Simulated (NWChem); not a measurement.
System: formic acid (CH2O2); SMILES O=CO

```xyz
5

O      0.1305    -1.1170     0.0000
C     -0.4047     0.1193     0.0000
O      0.2230     1.1477     0.0000
H      1.1014    -1.0021     0.0000
H     -1.5016     0.0403     0.0000
```
Atoms are numbered in this order, from 1.

Program: NWChem. The geometry was optimised at B3LYP/6-31G* (spherical d).

Q: What does the run give for PW91/def2-SVP? Quantities: highest occupied level (eV); orbital gap (eV); dipole (D).

A: 
```json
{
 "highest occupied level (eV)": "-6.62",
 "orbital gap (eV)": "5.51",
 "dipole (D)": "1.44"
}
```
